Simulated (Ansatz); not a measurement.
Cost and result up the ladder for the cluster MgO2H2 (5 atoms). Total charge 0; singlet. Geometry: B3LYP-D4/def2-TZVP.

```xyz
5

Mg   -0.0009   -0.0165    0.0000
O    -1.5140    0.4294    0.8002
O     1.5176   -0.4816   -0.7860
H    -2.4545    0.4704    0.9304
H     2.4518   -0.4017   -0.9446
```

Ansatz on 4 threads of Arm Neoverse V2 on a shared host. Times are rough, and most runs start from the orbitals of an earlier one. CAM-B3LYP-D4/def2-TZVP serves as the yardstick here, not as an exact answer. Differences are given only for rows in sets of like size (and for xTB, whose basis is part of the method), since another set adds its own error. Binding counts from free atoms at the same level (Mg singlet, O triplet, H doublet; other spins of the atoms weren't run), without zero-point energy or a counterpoise term.

Correlated methods freeze 3 core orbitals; core or outer-core shells of Mg are correlated, in sets that lack core-valence functions. The structure comes from a short search, and lower isomers may exist.

Correlated methods converge slowly with the basis.

```csv
level,functions,wall time
HF/STO-3G,21,0.05 s
HF/6-31G,35,0.1 s
PBE-D4/def2-SVP,56,0.3 s
PBE0-D4/def2-SVP,56,0.3 s
MP2/def2-TZVP,106,0.3 s
PBE-D4/def2-TZVP,106,0.4 s
CAM-B3LYP-D4/def2-TZVP,106,0.55 s
PBE0-D4/def2-TZVP,106,0.7 s
PBE0-D4/def2-TZVPD,133,0.75 s
r2SCAN-D4/def2-TZVP,106,0.95 s
r2SCAN0-D4/def2-TZVP,106,1.1 s
r2SCAN-D4/def2-TZVPD,133,1.2 s
CCSD(T)/def2-TZVPP,122,6 s
CCSD(T)/def2-TZVPD,133,8.5 s
```

Question: Estimate what each level gives for the binding energy per atom (eV).

Answer: 
| level | binding energy per atom (eV) | difference from CAM-B3LYP-D4/def2-TZVP (eV) |
| --- | --- | --- |
| HF/STO-3G | 2.12 | – |
| HF/6-31G | 1.99 | – |
| PBE-D4/def2-SVP | 3.47 | – |
| PBE0-D4/def2-SVP | 3.34 | – |
| MP2/def2-TZVP | 3.44 | 0.01 |
| PBE-D4/def2-TZVP | 3.46 | 0.04 |
| CAM-B3LYP-D4/def2-TZVP | 3.43 | 0.00 |
| PBE0-D4/def2-TZVP | 3.34 | -0.09 |
| PBE0-D4/def2-TZVPD | 3.35 | -0.08 |
| r2SCAN-D4/def2-TZVP | 3.44 | 0.02 |
| r2SCAN0-D4/def2-TZVP | 3.32 | -0.10 |
| r2SCAN-D4/def2-TZVPD | 3.45 | 0.02 |
| CCSD(T)/def2-TZVPP | 3.33 | -0.09 |
| CCSD(T)/def2-TZVPD | 3.32 | -0.11 |
